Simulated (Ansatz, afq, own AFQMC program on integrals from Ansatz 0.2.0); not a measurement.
**CH₃Al, singlet in cc-pVDZ, levels against CCSDT(Q)**

```yaml
atoms:
  - { symbol: Al, position_ang: [0.0000, 0.0000, 0.4613] }
  - { symbol: C, position_ang: [0.0000, 0.0000, -1.0477] }
  - { symbol: H, position_ang: [0.0000, 1.4325, 1.1344] }
  - { symbol: H, position_ang: [0.0000, -1.4325, 1.1344] }
  - { symbol: H, position_ang: [0.0000, 0.0000, -2.1314] }
```

Connectivity, by distances: AlH2–CH.

Basis cc-pVDZ. Only valence electrons are correlated. AFQMC by an in-house program on the Cholesky factors that Ansatz 0.2.0 writes for its CCSD(T) run. The CISD trial takes its coefficients from CCSD amplitudes. Released means that phaseless walkers are propagated on without the constraint, phases kept. Free AFQMC starts from the CCSD state and is never constrained. Its projection time is finite, and what remains of the start isn't in its error. Uncertainties: one standard error, sampling alone.

Determinant: RHF, the one that the program's search chose, which needn't be the lowest solution. The geometry is a point of a scan.

No full CI on the walks' own integrals is used here; CCSDT(Q) serves as the reference and is uncertain by about the last step of the cluster series.

Cautions: higher spins were not checked; restricted determinant unstable towards unrestricted (UHF 719 meV lower, ⟨S²⟩ 0.92); raised T1 diagnostic (T1 0.032, weight of the determinant 0.86, largest double 0.10); the ph-AFQMC/HF walk drifts between its halves (2.3 errors); CCSDT(Q) on the UHF determinant differs (424 meV lower), perhaps since the unrestricted series falls towards higher spin.

* T1 diagnostic: 0.0315
* weight of the determinant in the CISD state: 0.862
* size of the correlated space: 10 electrons in 41 orbitals

Reference: CCSDT(Q), correlation energy -6.052 eV. The released energy is read at 2.40 1/Eh (meV from the phaseless value at times in 1/Eh: -17 ± 11 at 0.24, -20 ± 13 at 0.51, -13 ± 15 at 0.99, -30 ± 18 at 1.62, -5 ± 23 at 2.40).

```
         level  E − E(reference) (kJ/mol)  share of correlation (%)
            HF                      583.9                      0.00
           MP2                      132.9                     77.24
          CCSD                       22.5                     96.15
       CCSD(T)                        6.0                     98.97
         CCSDT                        1.4                     99.75
   ph-AFQMC/HF                -10.4 ± 5.5                    101.78
 ph-AFQMC/CISD                 -0.2 ± 1.2                    100.03
released AFQMC                 -0.6 ± 2.2                    100.11
    free AFQMC                  2.1 ± 1.2                     99.65
```

Free projections are given only where their last times agree within the noise and don't stop above the reference; a slow remainder of the start can still hide under it. A walk keeps the symmetry of its determinant, which the program's search chose and which needn't be the lowest solution, so a lower state of the same spin and another symmetry isn't excluded. Released energies are given only where the last usable release times agree within the noise; a slower fall can still hide under it.
